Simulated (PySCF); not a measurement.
**The first ionisation energy along the alkaline earths**

Calculated with PySCF 2.14 from differences of total energies of unrestricted determinants, without spin-orbit coupling. Values in eV. The last column holds reference values (NIST; (s) semi-empirical, (t) theoretical, else measured). Unmarked ones compare directly (S terms, centres of terms, or small fine structure); those marked * lie between the lowest fine-structure levels and include a spin-orbit shift.

```json
{"element": "Be (pcseg-2, non-relativistic)", "configurations": "[He] 2s2 → [He] 2s1", "UHF": "8.022", "M06-2X": "9.051", "MP2 (valence)": "8.674", "SCS-MP2 (valence)": "8.805", "CCSD(T) (valence)": "9.171", "CCSDT (valence)": "9.171", "reference": "9.323"}
{"element": "Mg (pcseg-2, non-relativistic)", "configurations": "[Ne] 3s2 → [Ne] 3s1", "UHF": "6.601", "M06-2X": "7.777", "MP2 (valence)": "7.161", "SCS-MP2 (valence)": "7.273", "CCSD(T) (valence)": "7.490", "CCSDT (valence)": "7.490", "reference": "7.646"}
{"element": "Ca (pcseg-2, non-relativistic)", "configurations": "[Ar] 4s2 → [Ar] 4s1", "UHF": "5.121", "M06-2X": "6.254", "MP2 (valence)": "5.620", "SCS-MP2 (valence)": "5.720", "CCSD(T) (valence)": "5.877", "CCSDT (valence)": "5.877", "reference": "6.113"}
```

| method | elements | mean error (eV) | mean absolute error (eV) | largest error (eV) |
| --- | --- | --- | --- | --- |
| UHF | 3 | -1.112 | 1.112 | -1.300 |
| M06-2X | 3 | 0.000 | 0.181 | -0.272 |
| MP2 (valence) | 3 | -0.542 | 0.542 | -0.648 |
| SCS-MP2 (valence) | 3 | -0.428 | 0.428 | -0.518 |
| CCSD(T) (valence) | 3 | -0.182 | 0.182 | -0.237 |
| CCSDT (valence) | 3 | -0.182 | 0.182 | -0.237 |

Errors include the incompleteness of the basis and the frozen core.

"Valence" correlates the outer s and p shells and, in groups 3 to 12 and the f block, the outer d or f shell, open or full, or the next shell where the ion has no valence electron left; the wider scheme adds the next inner shell.
